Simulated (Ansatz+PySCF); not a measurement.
# singlet NH₃: levels of theory in one basis

| atom | x (Å) | y (Å) | z (Å) |
| --- | --- | --- | --- |
| N | 0.0000 | 0.0000 | 0.1216 |
| H | 1.4506 | 0.0000 | -0.5066 |
| H | -0.4679 | 0.8105 | -0.2837 |
| H | -0.4679 | -0.8105 | -0.2837 |

Basis set: 6-31G (spherical functions). Correlated methods keep 1 orbital frozen. Charge 0, multiplicity 1.

Computed with Ansatz (development build ahead of 0.2.0); each method stands on the lowest determinant of its kind that the runs found.

```json
{"method": "RHF", "E − E(RHF) (eV)": "0.00", "<S²> of the determinant": "0.00"}
{"method": "UHF", "E − E(RHF) (eV)": "-0.16", "<S²> of the determinant": "0.36"}
{"method": "UHF-MP2", "E − E(RHF) (eV)": "-3.18", "<S²> of the determinant": "0.36"}
{"method": "RHF-CCSD", "E − E(RHF) (eV)": "-4.19", "<S²> of the determinant": "–"}
{"method": "UHF-CCSD", "E − E(RHF) (eV)": "-4.18", "<S²> of the determinant": "0.36"}
{"method": "RHF-CCSD(T)", "E − E(RHF) (eV)": "-4.28", "<S²> of the determinant": "–"}
{"method": "UHF-CCSD(T)", "E − E(RHF) (eV)": "-4.26", "<S²> of the determinant": "0.36"}
{"method": "full CI (lowest root of this spin)", "E − E(RHF) (eV)": "-4.29", "<S²> of the determinant": "–"}
```

Task: What does RHF-MP2 give on the same scale?

Result: -3.63 eV.

At such a shape the full CI root can have another spatial symmetry than the determinants, so the rows needn't describe one state.

Task: Is a single determinant a sound starting point here?

Result: Only with care. Unrestricted orbitals gain 0.16 eV and <S²> is 0.36 against 0.00 for a pure state, so spin symmetry breaks but gains little energy; restricted orbitals can still serve.

Caution for UHF, UHF-MP2, UHF-CCSD, UHF-CCSD(T): the unrestricted determinant is spin contaminated. Caution for RHF-MP2, UHF-MP2, RHF-CCSD, UHF-CCSD, RHF-CCSD(T), UHF-CCSD(T): bonds are stretched, where a single reference can fail. Caution for UHF-MP2, UHF-CCSD, UHF-CCSD(T): a plain start can end on a higher determinant. Caution for UHF-MP2: another reference gives a lower total.
